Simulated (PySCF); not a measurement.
Two structures of BH2ClO, closed shell, reached by relaxing down either side of one saddle point (PBE0-D4/def2-TZVP). Energies are electronic, without zero-point energy. Computed with PySCF 2.14 with density fitting (its default auxiliary sets; JK sets also for MP2 and CCSD(T)) (basis: def2-TZVPP and def2-QZVPP); correlated methods freeze the cores. Extrapolation: Hartree–Fock as exp(−7.88 √X), correlation as X^−2.97. First:

B1  (-0.123, 0.211, -0.343)
Cl2  (0.863, 1.437, 0.460)
O3  (-0.295, -1.001, 0.200)
H4  (0.160, -1.120, 1.040)
H5  (-0.640, 0.472, -1.382)
(Å)

Second:

B1  (-0.737, 0.223, -1.282)
Cl2  (1.325, -0.286, 2.562)
O3  (-0.237, -0.082, -0.236)
H4  (0.689, -0.231, 1.439)
H5  (-1.226, 0.518, -2.305)
(Å)

Task: Which bonds change from the first to the second?

Result: BH₂ClO ([OH][BH][Cl]) → BHO ([BH][O]) + HCl; bonds formed: Cl2–H4; bonds broken: B1–Cl2, O3–H4.

Task: Give the saddle point's structure and its height above each. (Judge from chemistry; the value comes from the calculation.)

Result: The calculation gives: 214.2 kJ/mol above the first and 91.7 kJ/mol above the second (CCSD(T) at an estimated basis limit (MP2 extrapolated from triple and quadruple zeta, plus CCSD(T) − MP2 in triple zeta)).
| atom | x (Å) | y (Å) | z (Å) |
| --- | --- | --- | --- |
| B1 | -0.3510 | -0.0172 | -0.5700 |
| Cl2 | 0.9854 | 0.8382 | 1.0705 |
| O3 | -0.4505 | -1.1200 | 0.0045 |
| H4 | 0.3460 | -0.4921 | 0.9029 |
| H5 | -0.5297 | 0.7911 | -1.4079 |

No T1 diagnostic of these runs exceeds 0.018.

Labels in which every atom is bracketed show which atoms are joined, not bond orders.

For scale, one of the runs: CCSD(T)/def2-TZVPP, 132 basis functions, launched by `OMP_NUM_THREADS=4 python run.py`. The run took 57 s on 4 CPU threads of an Arm Neoverse V1 (shared host), with 0.72 GiB of host memory at its peak.
